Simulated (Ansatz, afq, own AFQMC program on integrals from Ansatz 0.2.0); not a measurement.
**GeH₄ + BH₂, doublet: a scan with AFQMC**

| atom | x (Å) | y (Å) | z (Å) |
| --- | --- | --- | --- |
| Ge | -0.4462 | 0.0000 | 0.0000 |
| H | -0.9576 | 1.4466 | 0.0000 |
| H | -0.9576 | -0.7233 | 1.2528 |
| H | -0.9576 | -0.7233 | -1.2528 |
| H | 1.0882 | 0.0000 | 0.0000 |
| B | 2.5868 | 0.0000 | 0.0000 |
| H | 3.0959 | 0.0000 | 1.0770 |
| H | 3.0959 | 0.0000 | -1.0770 |

A hydrogen atom is moved from one rigid fragment to the other; the Ge1–H5 distance tells how far. The two fragments are held close together, so this isn't a minimum-energy path and the start is a compressed complex. Energies in eV count from this geometry (1.534 Å) at the same level; the start stands on UHF, each point on the determinant named.

Basis cc-pVDZ. Only valence electrons are correlated. AFQMC by an in-house program on the Cholesky factors that Ansatz 0.2.0 writes for its CCSD(T) run. The CISD trial takes its coefficients from CCSD amplitudes. Released means that phaseless walkers are propagated on without the constraint, phases kept. ± is one standard error of the sampling. No spin–orbit coupling.

Cautions, each for one point or more: inner d shell frozen; no relativity below Rb; no spin-orbit coupling.

| r(Ge1–H5) / Å | det. | T1 | weight | ⟨S²⟩ | CCSD(T) | ph-AFQMC/CISD | released AFQMC | CCSDT(Q) | B2PLYP | PBE0 |
| --- | --- | --- | --- | --- | --- | --- | --- | --- | --- | --- |
| 1.628 | UHF | 0.012 | 0.87 | 0.77 | -0.048 | -0.044 ± 0.004 | -0.045 ± 0.004 | -0.049 | -0.081 | -0.112 |
| 1.675 | UHF | 0.012 | 0.87 | 0.77 | -0.016 | -0.019 ± 0.004 | -0.012 ± 0.004 | -0.015 | -0.136 | -0.160 |
| 1.722 | UHF | 0.011 | 0.88 | 0.77 | -0.106 | -0.106 ± 0.004 | – | -0.105 | -0.223 | -0.209 |
| 1.769 | UHF | 0.011 | 0.88 | 0.76 | -0.179 | -0.176 ± 0.004 | – | -0.177 | -0.292 | -0.256 |
| 1.863 | UHF | 0.010 | 0.88 | 0.76 | -0.232 | -0.231 ± 0.004 | – | -0.229 | -0.337 | -0.272 |

Weight is that of the determinant in the CISD state; at the start T1 is 0.012 and the weight 0.87, and ⟨S²⟩ is 0.77. A dash marks a missing value, a released energy that hasn't settled or a functional that sits on another state. Largest departures from CCSDT(Q), at the points where its series has closed: CCSD(T) -0.003 eV at 1.863 (on UHF), ph-AFQMC/CISD 0.005 eV at 1.628 (on UHF) (within the noise), released AFQMC 0.004 eV at 1.628 (on UHF) (within the noise), B2PLYP -0.121 eV at 1.675, PBE0 -0.145 eV at 1.675. Functionals count only at points shown to share the start's state and spin. In this small basis the wave-function levels are far from their limit, so their gap to the functionals isn't the functionals' error.

Some points may be missing: those where a free walk finds a much lower state, and past Zn most of those on another determinant than at the start.

CCSDT and higher add their correlation energy to the determinant of the CCSD(T) run, since their own runs factorise the integrals more tightly (a shift of under 2 meV). A walk keeps the symmetry of its determinant, which the program's search chose and which needn't be the lowest solution, so a lower state of the same spin and another symmetry isn't excluded. Released energies are given only where the last usable release times agree within the noise; a slower fall can still hide under it.
